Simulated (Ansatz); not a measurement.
Input file:

```yaml
crystal:
  periodic: [false, false, false]
  atoms:
    - {symbol: As, position_ang: [0.000180, 0.000018, -0.032875]}
    - {symbol: H, position_ang: [1.259297, 0.013995, 0.821503]}
    - {symbol: H, position_ang: [-0.648855, 1.086822, 0.811601]}
    - {symbol: H, position_ang: [-0.623856, -1.102121, 0.810570]}
basis:
  gaussian: {orbitals: def2-mTZVP}
magnetization: {spin_polarized: true, initial_magnetization: 0}
hamiltonian: {xc: {name: B3LYP}}
correlation: {method: ccsd, electrons: all}
scf: {omitted_lower_state_checks: [cluster_reference]}
```

```sh
$ ansatz run in.yaml --threads 1 --pin off --events-out ev --progress --plain --max-ram 2393MiB
```

The program prints:

```
these checks for a lower state are left out or cut short: cluster_reference
484 factors; integrals over basis functions are off by at most 5.1e-4 eV
mean field evaluation 1: about -60890.7423 eV, gradient 8.8e0 eV
mean field evaluation 2: about -60890.7393 eV, gradient 8.8e0 eV
mean field evaluation 4: about -60891.0011 eV, gradient 7.1e-1 eV
mean field evaluation 8: about -60891.0021 eV, gradient 5.2e-3 eV
mean field -60891.00210648 eV, -2237.7030540095 hartree, gradient 8.2e-6 eV, S^2 0.000000; 0 other end points of the search recorded, 0 dependent functions left out
reference -60842.05332754 eV, -2235.9042195622 hartree; 18, 18 occupied and 27, 27 virtual orbitals, 484 factors
second order -9.12761212 eV of doubles, -0.39134482 eV of singles
cycle   1  -8.75306777 eV  change    7.5e-1 eV  update   7.3e-2
cycle   2  -9.17750773 eV  change   -4.2e-1 eV  update   2.4e-2
cycle   3  -9.20509405 eV  change   -2.8e-2 eV  update   9.4e-3
cycle   4  -9.20350594 eV  change    1.6e-3 eV  update   2.0e-3
cycle   5  -9.20418487 eV  change   -6.8e-4 eV  update   6.0e-4
cycle   6  -9.20383320 eV  change    3.5e-4 eV  update   1.6e-4
cycle   7  -9.20380451 eV  change    2.9e-5 eV  update   5.0e-5
cycle   8  -9.20380829 eV  change   -3.8e-6 eV  update   1.9e-5
Total energy: -60851.25713583 eV, -2236.2424532782 hartree
Checks for a lower state left out: cluster_reference
```

Ran on 1 thread of Arm Neoverse V1, shared host: 2.2 s wall, 0.15 GiB peak host memory.
